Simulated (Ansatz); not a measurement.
# BF (singlet): the correlation ladder, 6-31G

Aim: climb from Hartree-Fock through coupled cluster and multireference methods for BF (singlet) at one geometry and basis, and see what each rung misses.

Computed with Ansatz 0.2.0, Gaussian basis. Level: 6-31G, core rule «outside noble gas», up to 2 orbitals frozen.

To be run: UHF; CCSD(T) on RHF; BCCD(T) on RHF; CISD; CCSDT(Q) on RHF; CISDTQ; CCSDTQ on RHF; CASSCF and MRCISD+Q, 10 electrons in 8 orbitals; CASSCF and NEVPT2, 10 electrons in 8 orbitals; Full CI.

7 further runs of the same task are left out: 1 that didn't finish, 6 set aside as unsound or not needed.

### Step 1. The system

The geometry is a PBE0/def2-TZVP stationary point (not a proven minimum).

2 atoms, charge 0, spin multiplicity 1.

Atoms are counted from 1 here; the program's logs count them from 0.

Bond lengths: B1–F2 1.263 Å.

### Step 2. UHF

File in.yaml:

```yaml
crystal:
  periodic: [false, false, false]
  atoms:
    - {symbol: B, position_ang: [0.000000, 0.000000, 0.000000]}
    - {symbol: F, position_ang: [0.000000, 0.000000, 1.263100]}
basis:
  gaussian: {orbitals: 6-31G}
magnetization: {spin_polarized: true, initial_magnetization: 0}
hamiltonian: {xc: hf}
output: {orbitals: {seedname: orbitals}}
```

On the command line:

```console
ansatz run in.yaml --threads 1 --pin off --events-out ev --progress --plain --max-ram 2393MiB
```

After this run come: CCSD(T) on RHF; BCCD(T) on RHF; CISD; CCSDT(Q) on RHF; CISDTQ; CCSDTQ on RHF; CASSCF and MRCISD+Q, 10 electrons in 8 orbitals; CASSCF and NEVPT2, 10 electrons in 8 orbitals; Full CI.

Q: Predict the results of all the runs planned. Wanted: FCI below the RHF energy; RMP2 from FCI; RCCSD from FCI; RCCSD(T) from FCI; RCCSDT(Q) from FCI; NEVPT2 valence from FCI; MRCISD+Q valence from FCI; T1 diagnostic; effectively unpaired electrons.

As calculated:

| quantity | value |
| --- | --- |
| FCI below the RHF energy | -4.9859 eV |
| RMP2 from FCI | +43.0 kJ/mol |
| RCCSD from FCI | +12.6 kJ/mol |
| RCCSD(T) from FCI | +1.9 kJ/mol |
| RCCSDT(Q) from FCI | -0.2 kJ/mol |
| NEVPT2 valence from FCI | +81.1 kJ/mol |
| MRCISD+Q valence from FCI | +19.3 kJ/mol |
| levels within 1 kcal/mol (43 meV) | RCCSD(T), BCCD(T), RCCSDT, CISDTQ, RCCSDT(Q), RCCSDTQ |
| T1 diagnostic | 0.018 |
| effectively unpaired electrons | 0.08 |

**Reading.** RCCSD(T) lands +1.9 kJ/mol from the yardstick (0.4 % of the correlation energy). One determinant dominates. Of the multireference levels listed MRCISD+Q valence comes nearest in total energy (+19.3 kJ/mol), which doesn't show that its space is the better one. These misses are within one basis, not against nature.
